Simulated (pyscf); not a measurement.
Four-centre exchange: H₃C–Zn–Cl + HCl -> H₃C–Zn–Cl + HCl

Gas phase, singlet surface, charge 0. Bonds broken: Zn2–Cl3, Cl7–H8. Bonds formed: Zn2–Cl7, Cl3–H8. Optimised with ωB97X-D3(BJ)/def2-SVP in PySCF.

Transition state (Å):

```xyz
8

C     -1.7312     1.3693    -0.1564
Zn    -0.7161    -0.2856    -0.0595
Cl    -0.6328    -2.3083     1.1606
H     -2.6920     1.2739     0.3732
H     -1.9395     1.6412    -1.2034
H     -1.1705     2.1998     0.3020
Cl     1.1144    -1.3617    -1.0967
H      0.4632    -2.1958     0.0536
```

One imaginary mode, 545i cm⁻¹; descent along it reached the two sides named, in the forms told below.

```json
[
 {"bond": "Zn2–Cl3", "change": "breaks", "reactant side (Å)": "2.162", "saddle": "2.364", "product side": "2.8"},
 {"bond": "Cl7–H8", "change": "breaks", "reactant side (Å)": "1.299", "saddle": "1.563", "product side": "2.364"},
 {"bond": "Zn2–Cl7", "change": "forms", "reactant side (Å)": "2.8", "saddle": "2.363", "product side": "2.162"},
 {"bond": "Cl3–H8", "change": "forms", "reactant side (Å)": "2.366", "saddle": "1.562", "product side": "1.299"}
]
```

Electronic energies relative to the separated reactants (kcal/mol):

```json
[
 {"level": "ωB97X-D3(BJ)/def2-TZVP", "barrier": "2.2", "reaction energy": "0.0", "reverse barrier": "2.2"},
 {"level": "PBE/def2-TZVP", "barrier": "0.1", "reaction energy": "0.0", "reverse barrier": "0.1"},
 {"level": "r²SCAN/def2-TZVP", "barrier": "-0.5", "reaction energy": "0.0", "reverse barrier": "-0.5"},
 {"level": "B3LYP-D3(BJ)/def2-TZVP", "barrier": "2.6", "reaction energy": "0.0", "reverse barrier": "2.6"},
 {"level": "PBE0-D3(BJ)/def2-TZVP", "barrier": "0.4", "reaction energy": "0.0", "reverse barrier": "0.4"},
 {"level": "M06-2X/def2-TZVP", "barrier": "1.0", "reaction energy": "0.0", "reverse barrier": "1.0"},
 {"level": "ωB97M-D3(BJ)/def2-TZVP", "barrier": "4.6", "reaction energy": "0.0", "reverse barrier": "4.6"},
 {"level": "HF/def2-TZVP", "barrier": "16.2", "reaction energy": "0.0", "reverse barrier": "16.2"}
]
```

With ωB97M-D3(BJ)/def2-TZVP energies and thermal terms (ideal gas, 1 atm, RRHO with modes under 100 cm⁻¹ raised to 100, one conformer, R ln 2 for chiral ones without a mode under 150 cm⁻¹), in kcal/mol:

| T (K) | ΔH‡ | ΔG‡ | ΔH | ΔG |
|---|---|---|---|---|
| 298 | 2.9 | 11.9 | 0.0 | 0.0 |
| 600 | 3.1 | 20.9 | 0.0 | 0.0 |
| 900 | 3.6 | 29.7 | 0.0 | 0.0 |
| 1200 | 4.2 | 38.3 | 0.0 | 0.0 |

On the reactant side the descent ends in a complex, 6.2 kcal/mol under the separated species and 8.4 kcal/mol under the saddle at ωB97X-D3(BJ)/def2-TZVP. On the product side the descent ends in a complex, 6.2 kcal/mol under the separated species and 8.4 kcal/mol under the saddle at ωB97X-D3(BJ)/def2-TZVP. At r²SCAN the saddle lies under the separated reactants, which points to a path from their complex (located at ωB97X-D3(BJ) alone). At r²SCAN the saddle lies under the separated products, which points to a path from their complex (located at ωB97X-D3(BJ) alone). One saddle was located; it need not be the lowest between these sides. Elements up to Kr have no core potential and no relativistic terms here.
